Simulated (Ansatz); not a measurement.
# H3S2+ (SMILES S[SH2+]): functionals against CCSD(T) at one geometry

An exercise on one series of results from a longer session: the logs are not shown, and one member is left open.

Program: Ansatz 0.2.0, Gaussian basis. Level of theory: single points in def2-TZVPP. These are calculated values, not measurements.

Correlated methods freeze the cores.

### The system as given

SMILES `S[SH2+]`, 5 atoms, charge 1, spin multiplicity 1.

Atoms are counted from 1 here; the program's logs count them from 0.

Bond lengths: S1–S2 2.159 Å, S1–H3 1.533 Å, S2–H4 1.334 Å, S2–H5 1.350 Å. Angles: S2–S1–H3 97.1°, S1–S2–H4 100.0°, S1–S2–H5 102.5°, H4–S2–H5 94.4°.

Coordinates:

| atom | x (Å) | y (Å) | z (Å) |
| --- | --- | --- | --- |
| S1 | 1.1317 | -0.9875 | 0.2412 |
| S2 | 0.2469 | 0.7593 | -0.6680 |
| H3 | -0.1063 | -1.4421 | 1.0227 |
| H4 | -0.8670 | 0.2220 | -1.1668 |
| H5 | -0.3786 | 1.3469 | 0.3737 |

Set-up of the first run:

Contents of run/in.yaml:

```yaml
crystal:
  periodic: [false, false, false]
  atoms:
    - {symbol: S, position_ang: [1.131700, -0.987500, 0.241200]}
    - {symbol: S, position_ang: [0.246900, 0.759300, -0.668000]}
    - {symbol: H, position_ang: [-0.106300, -1.442100, 1.022700]}
    - {symbol: H, position_ang: [-0.867000, 0.222000, -1.166800]}
    - {symbol: H, position_ang: [-0.378600, 1.346900, 0.373700]}
basis:
  gaussian: {orbitals: def2-TZVPP}
total_charge: 1
correlation: {method: ccsd_t}
output: {forces: true}
```

No record of the launch command was kept for these runs.

Steps of the session up to this table: CCSD(T)/def2-TZVPP; PBE0-D4/def2-TZVPP; wB97M-V/def2-TZVPP; r2SCAN-D4/def2-TZVPP; PBE-D4/def2-TZVPP; r2SCAN0-D4/def2-TZVPP; wB97X-V/def2-TZVPP.

One of the session's tables, all rows but one given; the rest of the session is left out.

```
    method  RMS force component (eV/Å)  angle to CCSD(T) forces (°)
   CCSD(T)                       1.126                    reference
   PBE0-D4                       1.180                          7.9
   wB97M-V                           ?                            ?
 r2SCAN-D4                       1.139                          7.9
    PBE-D4                       1.069                         14.1
r2SCAN0-D4                       1.228                          7.1
   wB97X-V                       1.228                          6.1
```

Q: Estimate the row for wB97M-V from the others.

**Answer.** RMS force component (eV/Å): 1.175; angle to CCSD(T) forces (°): 3.8. In the column «RMS force component (eV/Å)» it lies between r2SCAN-D4 (1.139) and PBE0-D4 (1.180).
